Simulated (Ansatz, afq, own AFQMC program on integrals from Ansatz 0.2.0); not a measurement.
AFQMC on a folder of integrals that Ansatz 0.2.0 wrote.

```yaml
crystal:
  periodic: [false, false, false]
  atoms:
    - {symbol: C, position_ang: [0.000000, -0.065420, 0.014069]}
    - {symbol: H, position_ang: [0.000000, 0.430507, -1.177878]}
    - {symbol: H, position_ang: [0.000000, 0.349048, 1.010230]}
basis:
  gaussian: {orbitals: cc-pVDZ}
magnetization: {spin_polarized: true, initial_magnetization: 2}
correlation: {method: ccsd_t, electrons: outside_noble_gas, hamiltonian_folder: ham}
```

```sh
$ ansatz run in.yaml --threads 1 --pin off --events-out ev --progress --plain --max-ram 1382MiB
```

Options of the walk:

```
--method phaseless --trial hf --walkers 220 --populations 1 --least-time 40 --time-step 0.005 --steps-per-block 20 --equilibration-blocks 112 --max-blocks 600 --target-error 0.00087 --factor-cut 1e-05 --start spin_pure --seed 6795 --taylor-order 6
```

Times are imaginary, in 1/Eh. The walk had a cap of 505 s.

afq prints:

```
orbitals 23  electrons 4 2  factors 162 of 221
reference energy -38.90435908 Eh
CCSD correlation -0.11706073 Eh in 10 cycles, weight of the determinant in the CISD state 0.9442
energy of the start -38.904984 Eh
 block  time / (1/Eh)  mean weight  energy / Eh
     1     0.100  1.0002  -38.931048
     2     0.200  1.0011  -38.951601
     3     0.300  1.0007  -38.964926
     4     0.400  1.0010  -38.977374
     5     0.500  1.0011  -38.984831
    10     1.000  1.0006  -39.020508
    86     8.600  1.0000  -39.010207
   171    17.100  0.9999  -39.023202
   239    23.900  1.0004  -39.007164
   256    25.600  0.9994  -39.027148
   341    34.100  1.0005  -39.028412
   426    42.600  0.9998  -39.027728
   511    51.100  0.9999  -39.039835
   596    59.600  1.0003  -39.015030
   681    68.100  0.9999  -39.016929
   698    69.800  1.0001  -39.021077
blocks merged  error / Eh  count
     1  0.000367  600
     2  0.000492  300
     4  0.000635  150
     8  0.000810  75
    16  0.000941  37
    32  0.001033  18
    64  0.001049  9
energy -39.024526 +/- 0.001033 Eh
(rows thinned)
```

The run passed its tests (sampling time, drift between the halves within three errors, error under three times the target), which doesn't prove that it has relaxed.

Against this walk (error 28.1 meV) on the same determinant: CCSD(T) 29.1 meV higher (within the noise), CCSDT(Q) 13.7 meV higher (within the noise), full CI 13.2 meV higher (within the noise), a separate phaseless walk with a CISD trial and standard settings 16.2 ± 28.2 meV higher (within the noise). The error is statistical and leaves out the bias of the constraint.

Cautions: constraint bias not in the error; error above the target (28.1 against 23.7 meV); lower spins were not checked.

The walk took 94 s on 1 thread of Intel(R) Xeon(R) 6975P-C (Granite Rapids) (shared host). The log's last line is the phaseless energy.

CCSDT and higher add their correlation energy to the determinant of the CCSD(T) run, since their own runs factorise the integrals more tightly (a shift of under 2 meV). A walk keeps the symmetry of its determinant, which the program's search chose and which needn't be the lowest solution, so a lower state of the same spin and another symmetry isn't excluded.
